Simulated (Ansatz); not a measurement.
Cs2AgBiBr6 (Fm-3m, No. 225), treated with LDA (plane waves, PAW; Ansatz, an electronic-structure program).

Settings: plane-wave cutoff 520 eV, 6×6×6 k mesh, Fermi–Dirac smearing 0.01 eV, no spin polarisation, scalar-relativistic PAW data made under PBE.

Computed at the level's own relaxed cell.

Question: Give the computed band gap, smallest direct gap on the k points sampled, Γ–Γ gap and lattice parameter a.

Answer: 
- band gap = 0.94 eV
- smallest direct gap on the k points sampled = 2.24 eV
- Γ–Γ gap = 2.56 eV
- lattice parameter a = 10.996 Å

Note: the volume lies 6 % below that of the published cell.

Spin–orbit coupling is not included; with these elements it can move the gap by several tenths of an eV or more.
